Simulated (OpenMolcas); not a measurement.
**SiH4S (Si(SH)H3): methods side by side**

The species is SiH4S (6 atoms), meant as a singlet with charge 0. SMILES: `[H][Si]([H])([H])S`. The coordinates come from a GFN2-xTB relaxation.

```xyz
6

Si    0.2012   -0.0145   -0.5446
S     0.2537    0.0198    1.6015
H    -1.0568    0.0599    1.7952
H     1.6060   -0.0207   -0.9100
H    -0.5032    1.1806   -0.9902
H    -0.5009   -1.2251   -0.9520
```

Quantity: the energy change with the Si1–H4 bond stretched from 1.452 to 2.540 Å, in eV. The values are calculated.

| level | kind | program | value (eV) | less FCI/STO-3G | CPU time (all runs) |
| --- | --- | --- | --- | --- | --- |
| HF/STO-3G (restricted) | Hartree–Fock | OpenMolcas | 6.14 | +2.10 | 2.7 s |
| SVWN5/STO-3G (restricted) | LDA | OpenMolcas | 4.56 | +0.52 | 6.9 s |
| PBE/STO-3G (restricted) | GGA | OpenMolcas | 4.40 | +0.36 | 8.2 s |
| M06-2X/STO-3G (restricted) | hybrid meta-GGA | OpenMolcas | 5.14 | +1.10 | 8.8 s |
| B2PLYP/STO-3G (restricted) | double hybrid | OpenMolcas | 4.88 | +0.84 | 7 s |
| MP2/STO-3G (restricted) | perturbation theory | OpenMolcas | 5.04 | +1.00 | 2.8 s |
| ACPF/STO-3G (restricted) | coupled cluster or CI | OpenMolcas | 3.56 | -0.48 | 2.9 s |
| CISD/STO-3G (restricted) | coupled cluster or CI | OpenMolcas | 4.42 | +0.38 | 3 s |
| FCI/STO-3G | exact in the basis | OpenMolcas | 4.04 | 0.00 | 83 s |

FCI/STO-3G is exact within its basis and frozen core, so for wave-function methods in that basis the difference is their error; functionals converge differently with the basis, so for them it is only a difference. Spin-restricted single references rise too steeply as a bond breaks, Hartree–Fock most of all. Perturbation and coupled-cluster corrections on them can overshoot downwards. The first shape isn't each level's own minimum. The values span 3.56 to 6.14 eV. All rows use very small basis sets, so even the best lies far from the true value. Times are those of the runs behind each value, whatever else they computed, on shared processors of several kinds: orders of magnitude only.
